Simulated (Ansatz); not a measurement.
Density of states of Li$_{2}$VO$_{2}$ (P-3m1, a = 3.164 Å, b = 3.164 Å, c = 5.089 Å, α = 90.00°, β = 90.00°, γ = 120.00°), in states per eV and primitive cell, averaged over bins of 0.5 eV. Method: DFT r2SCAN, scalar-relativistic, plane waves, PAW (Ansatz 0.2.0).

Settings: cutoff 500 eV, Γ-centred mesh 9×9×6 on the computed 5-atom cell, Gaussian smearing of 0.02 eV; collinear spin from starting moments 0 0 2.51 0 0 μB.

The cell is relaxed at this level. The states (both spins) are summed by tetrahedra on a 14×14×9 mesh at the self-consistent density. Energies are bin centres; the table starts no lower than −8 eV and ends at 6 eV, or lower where the solved bands end.

The gap is 1.31 eV at this level, with the zero inside it.

```tsv
E − E_F (eV)	total	V 3d up	O 2p up	O 2p down	V 3d down	Li 2s up	Li 2s down	V 4s up
-7.80	2.71	0.13	1.30	0.81	0.05	0.08	0.05	0.12
-7.30	3.51	0.15	1.21	1.64	0.10	0.08	0.11	0.02
-6.80	3.27	0.23	1.48	1.25	0.10	0.04	0.05	0.01
-6.30	6.71	0.39	2.89	2.88	0.30	0.03	0.05	0.01
-5.80	4.93	0.11	1.97	2.55	0.14	0.02	0.02	0.00
-5.30	2.02	0.02	0.72	1.19	0.03	0.00	0.00	0.00
-4.80	0.17	0.00	0.03	0.14	0.00	0.00	0.00	0.00
-4.30	0.00	0.00	0.00	0.00	0.00	0.00	0.00	0.00
-3.80	0.00	0.00	0.00	0.00	0.00	0.00	0.00	0.00
-3.30	0.00	0.00	0.00	0.00	0.00	0.00	0.00	0.00
-2.80	0.00	0.00	0.00	0.00	0.00	0.00	0.00	0.00
-2.30	0.54	0.46	0.06	0.00	0.00	0.00	0.00	0.01
-1.80	1.42	1.26	0.14	0.00	0.00	0.01	0.00	0.01
-1.30	1.62	1.43	0.17	0.00	0.00	0.00	0.00	0.01
-0.80	2.42	2.21	0.20	0.00	0.00	0.00	0.00	0.00
-0.30	0.00	0.00	0.00	0.00	0.00	0.00	0.00	0.00
0.20	0.00	0.00	0.00	0.00	0.00	0.00	0.00	0.00
0.70	0.16	0.00	0.00	0.01	0.13	0.00	0.00	0.00
1.20	0.70	0.00	0.00	0.04	0.54	0.01	0.02	0.00
1.70	1.94	0.65	0.06	0.05	0.73	0.13	0.04	0.01
2.20	4.24	2.45	0.36	0.05	0.89	0.08	0.07	0.01
2.70	2.09	0.04	0.03	0.10	1.40	0.06	0.13	0.03
3.20	4.05	0.06	0.06	0.27	3.01	0.11	0.11	0.06
3.70	2.70	0.06	0.08	0.19	1.74	0.15	0.07	0.06
4.20	1.31	0.06	0.08	0.07	0.18	0.17	0.12	0.06
4.70	0.98	0.01	0.04	0.08	0.17	0.07	0.16	0.08
5.20	0.79	0.01	0.03	0.04	0.08	0.08	0.10	0.10
5.70	0.67	0.01	0.04	0.03	0.01	0.10	0.06	0.12
```

The columns after the total are the main Löwdin projections on the occupied valence shells of the potentials; 3 others are left out. The rest of the total lies in those, in shells that are empty in the free atom, which aren't projected, and between the atoms.

The state reached may not be the lowest one. The cell holds one magnetic atom, so it can only be ferromagnetic; an antiferromagnetic order may lie lower.

Only this magnetic start was tried.

Whether Li2VO2 exists in this form wasn't checked.